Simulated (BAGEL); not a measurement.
**One shape, several levels: doublet [N2]+**

Aim: a comparison of 5 runs (UHF/STO-3G, ROHF/6-31G*, ROHF/def2-TZVPPD, UHF/def2-TZVPPD, CASPT2(9,8)/def2-TZVPPD) of doublet [N2]+. 

The results are computed with BAGEL 1.2.2.

2 further runs of the same task are left out: 2 set aside as unsound or not needed. Runs told in other sessions of the task aren't counted.

### Step 1. Starting point

[N2]+ has 2 atoms, charge +1, and is taken as a doublet. As SMILES of the parent species, `N#N`. The coordinates come from a PBE0-D4/def2-TZVP relaxation. That shape belongs to the parent species and isn't relaxed for this state.

Bond lengths: N1–N2 1.090 Å.

### Step 2. A single-point energy at UHF/STO-3G (density fitting with qzvpp-jkfit) (run 1)

Input file job.json:

```json
{ "bagel": [

{
  "title": "molecule",
  "basis": "sto-3g",
  "df_basis": "qzvpp-jkfit",
  "angstrom": true,
  "geometry": [
    { "atom": "N", "xyz": [       0.465500,      -0.150300,       0.239800 ] },
    { "atom": "N", "xyz": [      -0.465500,       0.150300,      -0.239800 ] }
  ]
},

{ "title": "uhf", "charge": 1, "nopen": 1 },

{ "title": "print", "file": "orbitals.molden", "orbitals": true }

]}
```

Command:

```console
$ BAGEL_NUM_THREADS=1 BAGEL job.json > job.out
```

The log of the run:

```text
* using 1 threads per process

  ===============================================================
  ===============================================================

  *** Geometry ***

  { "atom" : "N", "xyz" : [      0.879668,     -0.284026,      0.453156 ] },
  { "atom" : "N", "xyz" : [     -0.879668,      0.284026,     -0.453156 ] },

  Number of auxiliary basis functions:      154

  Since a DF basis is specified, we compute 2- and 3-index integrals:
    o Being stored without compression. Storage requirement is 0.000 GB

  Number of basis functions:       10
  Number of electrons      :       14

    * METHOD: MOLECULE                             0.02

  *** Open-shell HF ***

  === Nuclear Repulsion ===
    23.7983417694

      * DIIS with orbital gradients will be used.

  === UHF iteration (sto-3g) ===
      0       -106.94803840          0.02506311           0.00
      1       -106.95953924          0.00730078           0.00
      2       -106.96073440          0.00238667           0.00
      3       -106.96088952          0.00010663           0.00
      4       -106.96088991          0.00000591           0.00
      5       -106.96088991          0.00000016           0.00
      6       -106.96088991          0.00000004           0.00
      7       -106.96088991          0.00000000           0.00
    * SCF iteration converged.

    * S^2 (UHF) is 0.7621

    * Permanent dipole moment:
           (   -0.000000,     0.000000,    -0.000000) a.u.

    * METHOD: UHF                                  0.02

    * METHOD: PRINT                                0.00

  ===============================================================
```

It took 0.2 s on 1 thread of Arm Neoverse V2, shared host.

### Step 3. The energy at ROHF/6-31G(d) (density fitting with qzvpp-jkfit, spherical functions) (run 2)

Input file input.json:

```json
{ "bagel": [

{
  "title": "molecule",
  "basis": "6-31gs.json",
  "df_basis": "qzvpp-jkfit",
  "angstrom": true,
  "geometry": [
    { "atom": "N", "xyz": [       0.465500,      -0.150300,       0.239800 ] },
    { "atom": "N", "xyz": [      -0.465500,       0.150300,      -0.239800 ] }
  ]
},

{ "title": "rohf", "charge": 1, "nopen": 1 },

{ "title": "print", "file": "orbitals.molden", "orbitals": true }

]}
```

The basis set 6-31G* is read from a file made from the Basis Set Exchange's data (not shown).

Command:

```console
$ BAGEL_NUM_THREADS=1 BAGEL input.json > input.out
```

The log of the run:

```text
* using 1 threads per process

  ===============================================================
  ===============================================================

  *** Geometry ***

  { "atom" : "N", "xyz" : [      0.879668,     -0.284026,      0.453156 ] },
  { "atom" : "N", "xyz" : [     -0.879668,      0.284026,     -0.453156 ] },

  Number of auxiliary basis functions:      154

  Since a DF basis is specified, we compute 2- and 3-index integrals:
    o Being stored without compression. Storage requirement is 0.001 GB

  Number of basis functions:       28
  Number of electrons      :       14

    * METHOD: MOLECULE                             0.02

  *** Open-shell HF ***

  === Nuclear Repulsion ===
    23.7983417694

      * DIIS with orbital gradients will be used.

  === ROHF iteration (6-31gs.json) ===
      0       -108.33695363          0.02993734           0.00
      1       -108.35503759          0.00578538           0.00
      2       -108.35580836          0.00151603           0.00
      3       -108.35587132          0.00043266           0.00
      4       -108.35587994          0.00006259           0.00
      5       -108.35588495          0.00000737           0.00
      6       -108.35588502          0.00000075           0.00
      7       -108.35588497          0.00000010           0.00
      8       -108.35588496          0.00000002           0.00
      9       -108.35588496          0.00000000           0.00
    * SCF iteration converged.

    * S^2 (ROHF) is 0.7500

    * Permanent dipole moment:
           (    0.000000,    -0.000000,     0.000000) a.u.

    * METHOD: ROHF                                 0.04

    * METHOD: PRINT                                0.00

  ===============================================================
```

Run time: 0.22 s. Hardware: 1 thread of Arm Neoverse V2, shared host.

Run 3 isn't shown in full; the table further down has it.

### Step 4. The energy at UHF/def2-TZVPPD (density fitting with qzvpp-jkfit) (run 4)

Input file job.json:

```json
{ "bagel" : [

{
  "title" : "molecule",
  "basis" : "def2-tzvppd.json",
  "df_basis" : "qzvpp-jkfit",
  "angstrom" : true,
  "geometry" : [
    { "atom" : "N", "xyz" : [    0.465500,   -0.150300,    0.239800 ] },
    { "atom" : "N", "xyz" : [   -0.465500,    0.150300,   -0.239800 ] }
  ]
},
{ "title" : "uhf", "charge" : 1, "nopen" : 1 },
{ "title" : "print", "file" : "orbitals.molden", "orbitals" : true }

]}
```

The basis set def2-TZVPPD is read from a file made from the Basis Set Exchange's data (not shown).

Command:

```console
$ BAGEL_NUM_THREADS=1 BAGEL job.json > job.out
```

The log of the run:

```text
* using 1 threads per process

  ===============================================================
  ===============================================================

  *** Geometry ***

  { "atom" : "N", "xyz" : [      0.879668,     -0.284026,      0.453156 ] },
  { "atom" : "N", "xyz" : [     -0.879668,      0.284026,     -0.453156 ] },

  Number of auxiliary basis functions:      154

  Since a DF basis is specified, we compute 2- and 3-index integrals:
    o Being stored without compression. Storage requirement is 0.007 GB

  Number of basis functions:       74
  Number of electrons      :       14

    * METHOD: MOLECULE                             0.03

  *** Open-shell HF ***

  === Nuclear Repulsion ===
    23.7983417694

      * DIIS with orbital gradients will be used.

  === UHF iteration (def2-tzvppd.json) ===
      0       -108.38339623          0.01462984           0.01
      1       -108.41130279          0.00319927           0.01
      2       -108.41354736          0.00095294           0.01
      3       -108.41384714          0.00028176           0.01
      4       -108.41387660          0.00007690           0.01
      5       -108.41387842          0.00001426           0.01
      6       -108.41387844          0.00000213           0.01
      7       -108.41387844          0.00000045           0.01
      8       -108.41387844          0.00000004           0.01
      9       -108.41387844          0.00000001           0.01
    * SCF iteration converged.

    * S^2 (UHF) is 0.7668

    * Permanent dipole moment:
           (    0.000000,    -0.000000,     0.000000) a.u.

    * METHOD: UHF                                  0.12

    * METHOD: PRINT                                0.01

  ===============================================================
```

Wall time 0.32 s (1 thread of Arm Neoverse V2, shared host).

### Step 5. A single-point energy at CASPT2(9,8)/def2-TZVPPD (density fitting with qzvpp-jkfit) (run 5)

Input file input.json:

```json
{ "bagel": [

{
  "title": "molecule",
  "basis": "def2-tzvppd.json",
  "df_basis": "qzvpp-jkfit",
  "angstrom": true,
  "geometry": [
    { "atom": "N", "xyz": [       0.465500,      -0.150300,       0.239800 ] },
    { "atom": "N", "xyz": [      -0.465500,       0.150300,      -0.239800 ] }
  ]
},

{
  "title": "hf",
  "charge": 2
},

{
  "title": "casscf",
  "nstate": 1,
  "nact": 8,
  "nclosed": 2,
  "charge": 1,
  "nspin": 1,
  "maxiter": 200,
  "natocc": true
},

{
  "title": "print",
  "file": "orbitals.molden",
  "orbitals": true
},

{
  "title": "smith",
  "method": "caspt2",
  "ms": true,
  "xms": true,
  "sssr": true,
  "shift": 0.0,
  "ncore": 2
}

]}
```

The basis set def2-TZVPPD is read from a file made from the Basis Set Exchange's data (not shown).

Command:

```console
$ BAGEL_NUM_THREADS=1 BAGEL input.json > input.out
```

The log of the run:

```text
* using 1 threads per process

  ===============================================================
  ===============================================================

  *** Geometry ***

  { "atom" : "N", "xyz" : [      0.879668,     -0.284026,      0.453156 ] },
  { "atom" : "N", "xyz" : [     -0.879668,      0.284026,     -0.453156 ] },

  Number of auxiliary basis functions:      154

  Since a DF basis is specified, we compute 2- and 3-index integrals:
    o Being stored without compression. Storage requirement is 0.007 GB

[... 18 lines left out ...]
    * SCF iteration converged.
[... 1 line left out ...]
    * Permanent dipole moment:
[... 22 lines left out ...]
    * Second-order optimization converged. *
[... 60 lines left out ...]
     * ci vector, state   0, <S^2> = 0.7500
[... 27 lines left out ...]
    * Zeroth order energy : state  0      -10.5921511302

    * CASPT2 iteration is performed using redundant basis

      ---- iteration ----

        0    -0.18666042     0.00509722      0.25
        1    -0.18722914     0.00031076      0.11
        2    -0.18723351     0.00002665      0.12
        3    -0.18723353     0.00000201      0.12
        4    -0.18723353     0.00000019      0.12

      -------------------

    * CASPT2 energy : state  0     -108.7965614733
        reference weight              0.9562922045

    * METHOD: SMITH                                1.73

  ===============================================================
```

Wall time 9 s (1 thread of Arm Neoverse V2, shared host); peak memory 0.24 GiB.

### Step 6. Overview of the runs

```csv
run,level,iteration cap,active rule,energy (Eh),⟨S²⟩,wall time
1,UHF/STO-3G (density fitting with qzvpp-jkfit),–,–,-106.960890,0.762,0.2 s
2,"ROHF/6-31G* (density fitting with qzvpp-jkfit, spherical functions)",–,–,-108.355885,0.750,0.22 s
3,ROHF/def2-TZVPPD (density fitting with qzvpp-jkfit),–,–,-108.403610,0.750,0.32 s
4,UHF/def2-TZVPPD (density fitting with qzvpp-jkfit),–,–,-108.413878,0.767,0.32 s
5,"CASPT2(9,8)/def2-TZVPPD (density fitting with qzvpp-jkfit)",200,valence,-108.796561,–,9 s
```

### Step 7. Summary of results

| quantity | value |
| --- | --- |
| run 5: total energy | -108.79656 Eh |

What this shows: In run 1 the basis is minimal, so the values are rough. All runs together took 10 s, the longest 9 s.
